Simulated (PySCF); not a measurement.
**C₃H₅FO₂: electronic excitations and core binding energies**

Aim: predict the electronic excitations and core binding energies of C₃H₅FO₂ (`F[C@@H]1COCO1`).

Computed with PySCF 2.14.0, with density-fitted response routines of our own, on a single molecule in the gas phase. Atoms count from 0, in the outputs and in this text.

**1. Starting geometry**

11 atoms, charge 0, multiplicity 1; geometry from: GFN2-xTB.

Bonds of the start (Å): F0–C1 1.38, C1–C2 1.55, C2–O3 1.41, O3–C4 1.40, C4–O5 1.41, O5–C1 1.37, C1–H6 1.09, C2–H7 1.09, C2–H8 1.10, C4–H9 1.09, C4–H10 1.11.

**2. Ultraviolet spectrum: wB97X-D/def2-SVPD**

Job settings and geometry (Å):

```
{"job": {"kind": "uv", "xc": "wB97X-D", "basis": "def2-SVPD", "nstates": 8, "ntriplets": 3}, "charge": 0, "multiplicity": 1}
F     -0.592980     1.749657     0.775187
C     -0.511784     0.871567    -0.290292
C     -0.921751    -0.539068     0.191548
O      0.241582    -1.311116    -0.013249
C      1.297983    -0.400265    -0.060670
O      0.787134     0.743369    -0.712888
H     -1.127298     1.306266    -1.083613
H     -1.735173    -0.972503    -0.389423
H     -1.193525    -0.495577     1.253511
H      2.116589    -0.814791    -0.650579
H      1.644648    -0.134869     0.954505
```

With the program's defaults for keys left out, this is: TDDFT wB97X-D/def2-SVPD, vertical, gas phase, core orbitals frozen in the response.

**Question.** This job is followed by: delta-SCF UKS SCAN, pcX-2 on the ionised atom, pcseg-1 elsewhere, spin-free X2C. Predict these results of the whole session: lowest singlet (wB97X-D/def2-SVPD); brightest single state of those computed; lowest triplet; C1s binding energies, SCAN/pcX-2; O1s binding energies, SCAN/pcX-2; F1s binding energies, SCAN/pcX-2.

As calculated:

```
                                quantity                               value
      lowest singlet (wB97X-D/def2-SVPD)         8.01 eV (155 nm), f = 0.009
brightest single state of those computed         state 4, 9.07 eV, f = 0.049
                          lowest triplet                             7.88 eV
        C1s binding energies, SCAN/pcX-2  C1 294.86, C4 294.07, C2 292.82 eV
        O1s binding energies, SCAN/pcX-2             O5 539.44, O3 539.17 eV
        F1s binding energies, SCAN/pcX-2                        F0 692.55 eV
```

In words: The first singlet state (HOMO→LUMO 0.79) lies at 8.01 eV and is weak; of the 8 states computed, the strongest absorption comes from state 4 at 9.07 eV. The lowest triplet lies 0.13 eV below the lowest singlet (triplets in Tamm-Dancoff, singlets in full TDDFT). C1 (sp3 CH bonded to F and O) binds its C1s electron 2.04 eV more tightly than C2 (sp3 CH2 bonded to O). O5 (ether oxygen) binds its O1s electron 0.27 eV more tightly than O3 (ether oxygen).
